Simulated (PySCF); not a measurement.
## Löwdin shares of the frontier orbitals

Compound: CO2.
Numbering: `[O:1]=[C:2]=[O:3]`

Cartesian coordinates in Å at the PBE0-D3(BJ)/def2-SVP level; atoms count from 1:
```
atom  x, y, z in Å
O1    -1.1576    0.1649    0.0000
C2     0.0000    0.1035    0.0000
O3     1.1576    0.0421    0.0000
```

Level of theory: TDDFT wB97X-D/def2-SVPD, vertical, gas phase, core orbitals frozen in the response (PySCF 2.14.0, density-fitted response routines).

Kohn–Sham orbitals with the atoms that hold most of them (Löwdin shares over 4%, at most four atoms; ? is withheld):

| orbital | ε (eV) | atoms |
| --- | --- | --- |
| LUMO+2 | 2.79 | C2 39%, O1 30%, O3 30% |
| LUMO+1 | 2.79 | C2 39%, O1 30%, O3 30% |
| LUMO | ? | C2 70%, O3 15%, O1 15% |
| HOMO | -12.76 | O3 43%, O1 43%, C2 14% |
| HOMO-1 | -12.76 | O3 43%, O1 43%, C2 14% |
| HOMO-2 | -16.85 | O3 43%, O1 43%, C2 15% |
| HOMO-3 | -16.92 | O1 33%, O3 33%, C2 33% |

What is the LUMO energy, and the HOMO–LUMO gap?

ε(LUMO) = 1.52 eV; the gap is 14.28 eV (0.5247 hartree).

Within 0.005 eV of a neighbour in this list lie HOMO-1/HOMO and LUMO+1/LUMO+2 (point group found: D∞h).

How does S1 compare with the orbital gap of 14.28 eV?

S1 is at 8.89 eV (f = 0.0000), 5.39 eV below the gap, made of HOMO-1/HOMO→LUMO+1/LUMO+2 (100%). Its leading pair isn't HOMO and LUMO; the energies of that pair differ by 15.56 eV. 

Next come S2 at 9.22 eV (f 0.0000), HOMO-1/HOMO→LUMO+1/LUMO+2 (100%); S3 at 9.22 eV (f 0.0000), HOMO-1/HOMO→LUMO+1/LUMO+2 (100%); S4 at 9.25 eV (f 0.0000), HOMO-1/HOMO→LUMO (≥93%); S5 at 9.25 eV (f 0.0000), HOMO-1/HOMO→LUMO (≥93%).

Orbitals of the list HOMO-3 to LUMO+2 that lie within 0.01 eV of each other are written together with a slash and their weights summed (≥ marks a lower bound); for degenerate orbitals outside that list single weights are arbitrary.

Löwdin shares depend on the basis, the more so with diffuse functions.

Hardware: one thread of an Arm Neoverse N1, shared host. Cost: 6.2 s.
